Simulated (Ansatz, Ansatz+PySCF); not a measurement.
```xyz
11

C     1.5087    0.0000    0.0000
C     0.8325    1.3240    0.0000
C    -0.6815    1.3100    0.0000
C    -1.4280    0.0000    0.0000
C    -0.6815   -1.3100    0.0000
C     0.8325   -1.3240    0.0000
H     1.4323    2.3413    0.0000
H    -1.2762    2.3306    0.0000
H    -2.6080    0.0000    0.0000
H    -1.2762   -2.3306    0.0000
H     1.4323   -2.3413    0.0000
```

UHF-MP2 on doublet C₆H₅ was run in several spherical basis sets with Ansatz (development build ahead of 0.2.0). Frozen core: 6 orbitals. Caution for UHF-MP2: another reference gives a lower total; the unrestricted determinant is a mixture of spin states.

Rank the basis sets by the total energy that they give, lowest first, with the distance from the lowest.
A. cc-pVDZ
B. 6-31G(d)
C. def2-SVP

A (0.00 eV), B (1.68 eV), C (5.36 eV).

Totals follow the description of the cores as much as that of the bonds, so this order isn't one of quality for chemistry.
